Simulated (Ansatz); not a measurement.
Input file:

```yaml
crystal:
  periodic: [false, false, false]
  atoms:
    - {symbol: Zr, position_ang: [0.000000, 0.000000, 0.000000]}
    - {symbol: O, position_ang: [0.000000, 0.000000, 2.388000]}
basis:
  gaussian: {orbitals: def2-TZVPP}
magnetization: {spin_polarized: false, initial_magnetization: 2}
correlation: {method: ccsd_t, electrons: outside_noble_gas}
```

```sh
$ ansatz run in.yaml --threads 1 --pin off --events-out ev --progress --plain --max-ram 4096MiB --backend cpu
```

(1) Roughly how long does this take on 1 thread of AMD EPYC 7R13, shared host, and how much host memory?

```
578 factors; integrals over basis functions are off by at most 1.4e-3 eV
mean field evaluation 1: about -3286.3140 eV, gradient 6.5e1 eV
mean field evaluation 2: about -3286.3212 eV, gradient 6.5e1 eV
mean field evaluation 4: about -3295.0615 eV, gradient 3.2e1 eV
mean field evaluation 8: about -3298.9517 eV, gradient 1.0e0 eV
mean field evaluation 16: about -3298.9699 eV, gradient 7.1e-2 eV
mean field evaluation 32: about -3299.8985 eV, gradient 4.3e-1 eV
mean field evaluation 64: about -3297.0777 eV, gradient 1.7e1 eV
mean field evaluation 96: about -3299.9091 eV, gradient 2.2e-3 eV
mean field evaluation 128: about -3300.4502 eV, gradient 5.0e-3 eV
mean field evaluation 160: about -3300.0963 eV, gradient 7.5e-1 eV
...
mean field -3300.45021257 eV, -121.2893081865 hartree, gradient 3.0e-6 eV, S^2 2.000000; 43 other end points of the search recorded, 0 dependent functions left out
...
mean field evaluation 3872: about -3301.5834 eV, gradient 5.2e-1 eV
mean field evaluation 3904: about -3301.4332 eV, gradient 2.6e0 eV
mean field evaluation 3936: about -3301.5582 eV, gradient 4.1e-1 eV
mean field evaluation 3968: about -3301.7438 eV, gradient 7.2e-6 eV
mean field evaluation 4000: about -3301.7098 eV, gradient 1.6e-2 eV
mean field evaluation 4032: about -3301.6330 eV, gradient 1.4e0 eV
mean field evaluation 4064: about -3298.9650 eV, gradient 3.6e-1 eV
mean field evaluation 4096: about -3298.9699 eV, gradient 1.6e-5 eV
determinant -3300.45021257 eV, -121.2893081865 hartree, with singles and doubles -3308.24030310 eV, -121.5755887333 hartree
determinant -3300.45014652 eV, -121.2893057591 hartree, with singles and doubles -3308.23987101 eV, -121.5755728540 hartree
determinant -3300.10122643 eV, -121.2764831825 hartree, with singles and doubles -3307.90969169 eV, -121.5634389878 hartree
determinant -3300.02424309 eV, -121.2736540970 hartree, with singles and doubles -3307.81898202 eV, -121.5601054691 hartree
determinant -3299.91118533 eV, -121.2694993007 hartree, with singles and doubles -3307.35261021 eV, -121.5429666212 hartree
determinant -3299.90910659 eV, -121.2694229083 hartree, with singles and doubles -3307.34928248 eV, -121.5428443291 hartree
determinant -3299.89460324 eV, -121.2688899203 hartree, with singles and doubles -3307.47432240 eV, -121.5474394614 hartree
determinant -3299.53811478 eV, -121.2557892111 hartree, with singles and doubles -3307.44063066 eV, -121.5462013130 hartree
determinant -3299.46136259 eV, -121.2529686199 hartree, with singles and doubles -3307.27948841 eV, -121.5402794444 hartree
determinant -3299.31065165 eV, -121.2474300950 hartree, with singles and doubles -3307.28689629 eV, -121.5405516790 hartree
determinant -3299.21611544 eV, -121.2439559536 hartree, with singles and doubles -3307.06271011 eV, -121.5323129888 hartree
determinant -3299.10416186 eV, -121.2398417354 hartree, with singles and doubles -3306.53657801 eV, -121.5129779911 hartree
determinant -3298.96993681 eV, -121.2349090558 hartree, with singles and doubles -3308.37766017 eV, -121.5806365124 hartree
determinant -3298.92899365 eV, -121.2334044222 hartree, with singles and doubles -3306.60282734 eV, -121.5154126088 hartree
determinant -3298.76513706 eV, -121.2273828036 hartree, with singles and doubles -3306.18099432 eV, -121.4999105312 hartree
determinant -3298.65969648 eV, -121.2235079337 hartree, with singles and doubles -3306.27802862 eV, -121.5034764761 hartree
determinant -3298.65312130 eV, -121.2232663002 hartree, with singles and doubles -3306.52340284 eV, -121.5124938125 hartree
determinant -3298.64743253 eV, -121.2230572421 hartree, with singles and doubles -3306.06832226 eV, -121.4957699096 hartree
determinant -3298.57854840 eV, -121.2205257967 hartree, with singles and doubles -3306.19593553 eV, -121.5004596107 hartree
determinant -3298.28205275 eV, -121.2096297828 hartree, with singles and doubles -3305.94430644 eV, -121.4912124123 hartree
determinant -3298.12057417 eV, -121.2036955543 hartree, with singles and doubles -3305.86923304 eV, -121.4884535155 hartree
determinant -3298.06955276 eV, -121.2018205523 hartree, with singles and doubles -3305.70212268 eV, -121.4823123230 hartree
determinant -3298.06140940 eV, -121.2015212891 hartree, with singles and doubles -3305.73740465 eV, -121.4836089116 hartree
determinant -3297.94559753 eV, -121.1972652813 hartree, with singles and doubles -3305.56944571 eV, -121.4774365342 hartree
determinant -3297.67388039 eV, -121.1872798605 hartree, with singles and doubles -3305.44750178 eV, -121.4729551777 hartree
determinant -3297.55461167 eV, -121.1828968161 hartree, with singles and doubles -3305.28449923 eV, -121.4669649445 hartree
determinant -3300.45021257 eV, -121.2893081865 hartree, with singles and doubles -3308.19902435 eV, -121.5740717671 hartree
determinant -3300.45014652 eV, -121.2893057591 hartree, with singles and doubles -3308.19814425 eV, -121.5740394238 hartree
determinant -3300.10122643 eV, -121.2764831825 hartree, with singles and doubles -3307.85654858 eV, -121.5614860148 hartree
determinant -3298.96993681 eV, -121.2349090558 hartree, with singles and doubles -3308.39082732 eV, -121.5811203961 hartree
mean field evaluation 4128: about -3296.9591 eV, gradient 2.2e1 eV
determinant -3297.54848381 eV, -121.1826716213 hartree, with singles and doubles -3308.29093742 eV, -121.5774495100 hartree
determinant -3297.54848381 eV, -121.1826716213 hartree, with singles and doubles -3308.42819522 eV, -121.5824936413 hartree
unrestricted determinant -3301.83509067 eV, -121.3402015180 hartree, S^2 2.9950
5 core orbitals not correlated: weight in the atoms' cores, before any rotation towards them, 0.997 or more for the frozen orbitals, at most 0.002 for the correlated occupied ones
reference -3298.96993681 eV, -121.2349090558 hartree; 6, 4 occupied and 76, 78 virtual orbitals, 578 factors
second order -10.14380813 eV of doubles, -0.01131576 eV of singles
cycle   1  -9.42090069 eV  change   -1.0e-5 eV  update   5.1e-6
perturbative correction -1.12203314 eV, -0.0412339573 hartree
Total energy: -3309.51287064 eV, -121.6223547277 hartree
```

The determinant lies 1.48 eV above the lowest one of its kind in the log. The T1 diagnostic is 0.105, too large for the energy to be relied on.

Answers

(1) 2.5 min wall and 0.48 GiB.
